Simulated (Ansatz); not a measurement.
One starting cell of TiC (a generated cell, TiC built in the AFLOW prototype AB_oP8_62_c_c (B16, as in GeS)) was relaxed twice with Ansatz (plane waves, PAW, scalar-relativistic): with r2SCAN at 500 eV and with PBE at 420 eV. The r2SCAN result:

```
TiC
1.0
    0.00000     2.16391     2.16391
    2.16391     0.00000     2.16391
    2.16391     2.16391     0.00000
Ti C
1 1
Cartesian
  0.00000   0.00000   0.00000
  2.16391   2.16391   2.16391
```

```csv
quantity,r2SCAN,PBE
space group,Fm-3m,Fm-3m
volume (Å³/atom),10.13,10.17
a (Å),4.328,4.333
"gap (eV, no spin-orbit coupling)",0.00,0.00
```

Both levels end in the same structure; PBE's volume is within 0.5 % of r2SCAN's. Neither column is exact.

No spin polarisation in the result.

Measured for TiC: a 4.33 Å (as listed in Guo-Xu Zhang et al., New Journal of Physics (2018)). Computed minus measured — a: r2SCAN -0.1 %, PBE +0.1 %. The computed values are for a static lattice.

The run could not lose the symmetry of its start.

Ansatz is a program for electronic structure.
